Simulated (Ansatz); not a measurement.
Reaction (SMILES): C=C(C)C(=O)[SiH3] [2-methyl-1-silylprop-2-en-1-one] + 7 [H][H] (H2) -> 4 C (CH4) + O (H2O) + [SiH4] (SiH4)

Property: energy of full hydrogenation (electronic), in kcal/mol. Conventions: six Cartesian d functions in 6-31G* and its kin unless marked 5d; non-relativistic; no dispersion term unless named; no spin-orbit coupling; 6-311+G** with 5d, 6d on Na to Ar in Ansatz (an electronic-structure program); LANL2DZ with its own core potentials from Na on. Ab initio and DFT rows: single points at B3LYP-D3(BJ) geometries (Ansatz).

| level | program | energy of full hydrogenation (electronic) (kcal/mol) |
|---|---|---|
| B3LYP/STO-3G | Ansatz | -141.3 |
| B3LYP/3-21G | Ansatz | -135.1 |
| B3LYP/LANL2DZ | Ansatz | -158.2 |
| B3LYP/6-31G | Ansatz | -145.5 |
| B3LYP/6-31G* | Ansatz | -139.1 |
| B3LYP/6-31+G* | Ansatz | -146.8 |
| B3LYP/6-31G** | Ansatz | -142.7 |
| B3LYP/def2-SVP | Ansatz | -145.0 |
| B3LYP/cc-pVDZ | Ansatz | -142.6 |
| B3LYP/6-311+G** | Ansatz | -150.0 |
| B3LYP/def2-TZVPD | Ansatz | -147.6 |

No value to compare with is used here. The 10 habitual levels span -158.2 (B3LYP/LANL2DZ) to -135.1 kcal/mol (B3LYP/3-21G); B3LYP/def2-TZVPD gives -147.6.

The sets are all those run for this method; left out are runs that failed, that the program found above a lower state of the same kind, or whose <S^2> lies over 0.5 above the pure value.
